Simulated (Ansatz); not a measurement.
```yaml
crystal:
  periodic: [false, false, false]
  atoms:
    - {symbol: Al, position_ang: [0.000000, 0.000000, 0.000000]}
    - {symbol: As, position_ang: [0.000000, 0.000000, 2.232000]}
basis:
  gaussian: {orbitals: def2-TZVP}
total_charge: 1
magnetization: {spin_polarized: true, initial_magnetization: 1}
hamiltonian: {xc: pbe0}
relax: {f_tol: 0.004, max_steps: 80}
```

```sh
$ ansatz run in.yaml --threads 1 --pin off --events-out ev --progress --plain --max-ram 2176MiB
```

Steps of the relaxation (energy above the last step; positions in Å, forces in eV/Å):

```
2
step 1, 287.1 meV
Al    0.000    0.000    0.000    0.000    0.000   -2.700
As    0.000    0.000    2.232    0.000    0.000    2.700
```

```
2
step 2, 28.2 meV
Al    0.000    0.000   -0.083    0.000    0.000   -0.651
As    0.000    0.000    2.315    0.000    0.000    0.651
```

```
2
step 3, 0.8 meV
Al    0.000    0.000   -0.121    0.000    0.000   -0.094
As    0.000    0.000    2.353    0.000    0.000    0.094
```

```
2
step 4, 0.0 meV
Al    0.000    0.000   -0.130    0.000    0.000    0.005
As    0.000    0.000    2.362    0.000    0.000   -0.005
```

```
2
step 5, 0.0 meV
Al    0.000    0.000   -0.130    0.000    0.000    0.000
As    0.000    0.000    2.362    0.000    0.000    0.000
```

Close pairs at the end: Al1–As2 2.491 Å.

A stationary point of unrestricted PBE0 after 5 steps, with ⟨S²⟩ = 1.770 against 0.75 for a pure state. 34 s on 1 thread of Intel Xeon 6975P-C, shared host.
